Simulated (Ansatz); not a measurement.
`C=C/C(F)=C\F` + H₂ → `F/C=C/F` + ethylene at 700 K and 1 bar (hydrogenolysis of a C–C bond).

Gas-phase electronic energies from Ansatz, PBE0-D4/def2-TZVP geometries. CCSD(T)/CBS adds triple-zeta CCSD(T) − MP2 to the extrapolated MP2 energy (def2 sets, frozen cores). This one scheme is used for every species. Double bonds are as drawn, so ΔE can hold a change between cis and trans. Each species was taken in one conformer, which may not be the lowest.

| species | CCSD(T)/CBS energy (Eh) | H − E (kJ/mol) | S (J/(mol·K)) |
| --- | --- | --- | --- |
| `C=C/C(F)=C\F` | -354.13633 | 255.3 | 427.7 |
| H₂ | -1.17544 | 46.8 | 155.3 |
| `F/C=C/F` | -276.83639 | 141.3 | 332.1 |
| `C=C` | -78.48111 | 168.9 | 268.4 |

H − E and S are ideal-gas, rigid-rotor, harmonic terms from PBE0-D4/def2-TZVP, for one conformer and one mirror image of each species. The MP2-based limit puts H₂ 0.8 mEh under its directly extrapolated value; such offsets cancel only in part. 1 Eh = 2625.50 kJ/mol, R = 8.31446 J/(mol·K).

Question: By hand: ΔE, ΔH, ΔS and ΔG.

Answer: ΔE = (-276.83639) + (-78.48111) − (-354.13633) − (-1.17544) = -0.00573 Eh = -15.0 kJ/mol. Δ(H − E) = 141.3 + 168.9 − 255.3 − 46.8 = 8.1, so ΔH = -6.9 kJ/mol. ΔS = 332.1 + 268.4 − 427.7 − 155.3 = 17.5 J/(mol·K). ΔG = -6.9 − 700 × (17.5)/1000 = -19.1 kJ/mol.

Question: By hand: the equilibrium constant, and the temperature at which ΔG would vanish if ΔH and ΔS stayed fixed.

Answer: log₁₀ K = −ΔG/(RT ln 10) = 1.4. ΔH and −TΔS have one sign here, so there is no such temperature.

TΔS isn't small against ΔH here. A doubt of 5 kJ/mol in ΔE shifts log₁₀ K by 0.4 here. Other conformers and mirror images would add mixing entropy, several J/(mol·K) or more a flexible species. These are equilibria of isolated gas molecules and say nothing of rates. Largest T1 diagnostic: 0.012 (customary marks: 0.02 for closed shells, 0.045 for open ones).
